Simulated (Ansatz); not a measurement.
# AlNH (quartet): wB97X-V, wB97M-V over a scan of the distance N2–H3, 6-31G

How well do these functionals follow the top wave-function level for AlNH (quartet) over a scan of the distance N2–H3?

Method: 6-31G, all electrons in the functionals; program: Ansatz 0.2.0, Gaussian basis.

The runs, in order: wB97X-V, wB97M-V, at 0.804 Å; 0.941 Å; 1.028 Å; 1.121 Å; 1.256 Å; 1.403 Å; 1.663 Å; 1.867 Å; 2.249 Å; 2.727 Å; 3.574 Å.

20 further runs of the same task are left out: 6 for a known fault of the program, 12 that didn't finish, 2 set aside as unsound or not needed.

### Step 1. The geometry

The geometry derives from a PBE0/def2-TZVP stationary point (not a proven minimum). One bond is set to the value named and the two fragments are kept rigid.

3 atoms, charge 0, spin multiplicity 4.

Atoms are counted from 1 here; the program's logs count them from 0.

Bond lengths: Al1–N2 1.909 Å, N2–H3 1.029 Å. Angles: Al1–N2–H3 108.4°.

Coordinates:

```
Al    0.0000   -0.0319    0.6899
N     0.0000    0.1209   -1.2129
H     0.0000   -0.8261   -1.6143
```

No dispersion term is added; wB97X-V, wB97M-V hold VV10 nonlocal correlation.

The geometry shown and the zero of energy belong to the point 1.028 Å. The yardstick, FCI, and other wave-function levels (R restricted, U unrestricted, valence and pair active spaces) come from earlier runs.

### Step 2. wB97X-V, 0.804 Å

Contents of in.yaml:

```yaml
crystal:
  periodic: [false, false, false]
  atoms:
    - {symbol: Al, position_ang: [0.000000, -0.036849, 0.687844]}
    - {symbol: N, position_ang: [0.000000, 0.115912, -1.215005]}
    - {symbol: H, position_ang: [0.000000, -0.624345, -1.528749]}
basis:
  gaussian: {orbitals: 6-31G}
magnetization: {spin_polarized: true, initial_magnetization: 3}
hamiltonian: {xc: {name: wB97X-V}}
```

On the command line:

```bash
> ansatz run in.yaml --threads 1 --pin off --events-out ev --progress --plain --max-ram 2393MiB
```

After this run come: wB97X-V, 0.941 Å; wB97X-V, 1.028 Å; wB97X-V, 1.121 Å; wB97X-V, 1.256 Å; wB97X-V, 1.403 Å; wB97X-V, 1.663 Å; wB97X-V, 1.867 Å; wB97X-V, 2.249 Å; wB97X-V, 2.727 Å; wB97X-V, 3.574 Å; wB97M-V, 0.804 Å; wB97M-V, 0.941 Å; wB97M-V, 1.028 Å; wB97M-V, 1.121 Å; wB97M-V, 1.256 Å; wB97M-V, 1.403 Å; wB97M-V, 1.663 Å; wB97M-V, 1.867 Å; wB97M-V, 2.249 Å; wB97M-V, 2.727 Å; wB97M-V, 3.574 Å.

Q: Predict the results of all the runs planned. Wanted: span of the FCI curve; largest miss, wB97X-V; largest miss, wB97M-V.

**Answer**, as computed:

| quantity | value |
| --- | --- |
| span of the FCI curve | 44.7 kcal/mol |
| largest miss, wB97X-V | +10.3 kcal/mol (2.727 Å) |
| largest miss, wB97M-V | +7.3 kcal/mol (2.727 Å) |

In words: Of the functionals, wB97M-V keep the smallest largest miss at the points compared (at most 7.3 kcal/mol) and wB97X-V strays most (10.3 kcal/mol, at 2.727 Å). Functionals and the yardstick converge differently with the basis, so part of each miss in 6-31G is the basis.
